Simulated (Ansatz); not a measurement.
We consider zinc-blende HgS (metastable phase), described by PBEsol (plane waves, PAW; Ansatz, a first-principles code).

Numerical settings: plane-wave cutoff 520 eV, 20×20×20 k mesh, Fermi–Dirac smearing 0.05 eV, scalar-relativistic PAW data made under PBE.

The cell has the measured lattice: a = b = c = 5.841 Å, α = β = γ = 90.00°.

Task: What does this level give for the polycrystal shear modulus (Hill average), Voigt–Reuss–Hill bulk modulus, elastic constant C12, elastic constant C11 and elastic constant C44?

Result: 
polycrystal shear modulus (Hill average): 14.8 GPa
Voigt–Reuss–Hill bulk modulus: 65.8 GPa
elastic constant C12: 60.7 GPa
elastic constant C11: 75.9 GPa
elastic constant C44: 23.1 GPa

Measured, for comparison: elastic constant C12 51.9 GPa, elastic constant C11 67.5 GPa, elastic constant C44 24.2 GPa (room temperature, no zero-point or thermal correction, iron-doped crystal; as tabulated in Elastic Constants of beta-HgS, Acta Phys. Pol. A 94). Computed (rounded) less measured: elastic constant C12 +17 %, elastic constant C11 +12 %, elastic constant C44 -5 %.

Note: the solid has no gap at this level, which affects its response; the cell isn't this level's own, so it is under some stress, which shifts stiffness and frequencies.

Elastic constants are with the ions relaxed.

Spin–orbit coupling is not included; it can shift volumes and moduli of such heavy elements.

The computed numbers hold no vibrational or temperature effects.

It cost roughly 17 core-minutes of CPU time.
